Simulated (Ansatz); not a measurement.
C, pressure series

Take C in the diamond structure (space group Fd-3m, No. 227; a = 3.572 Å) as the base.

Cell and atoms are relaxed at each pressure.

The values are results of plane-wave PAW DFT at the PBE level (Ansatz, a quantum-chemistry and plane-wave program, 420 eV), no spin-orbit coupling, earlier PAW set, not measurements.

| P (GPa) | V (Å³/atom) |
|---|---|
| -1.98 | 5.722 |
| -0.98 | 5.708 |
| 0.30 | 5.691 |
| 0.69 | 5.686 |
| 1.49 | 5.676 |
| 3.00 | 5.656 |
| 5.00 | 5.631 |
| 7.50 | 5.600 |
| 10.00 | 5.570 |

Fit a third-order Birch–Murnaghan equation of state.

Least squares on P(V) = (3B₀/2)[(V₀/V)^(7/3) − (V₀/V)^(5/3)]·[1 + (3/4)(B₀′ − 4)((V₀/V)^(2/3) − 1)] gives V₀ = 5.70 Å³/atom, B₀ = 433 GPa and B₀′ = 3.7.

Measured bulk modulus of C: 454.7 GPa (static lattice; corrected from measurement; as listed in Daniel Mejia-Rodriguez, S. B. Trickey, Phys. Rev. B (2018)); the computed value is 5 % below it.

Between the base and pressure 10 GPa the gap moves from 4.13 eV to 4.18 eV, a mean slope of 5.0 meV/GPa.

Load acts through the strain it causes; cell and atoms are relaxed under it. Whether these cells are dynamically stable was not tested. No other phases were tried under pressure.
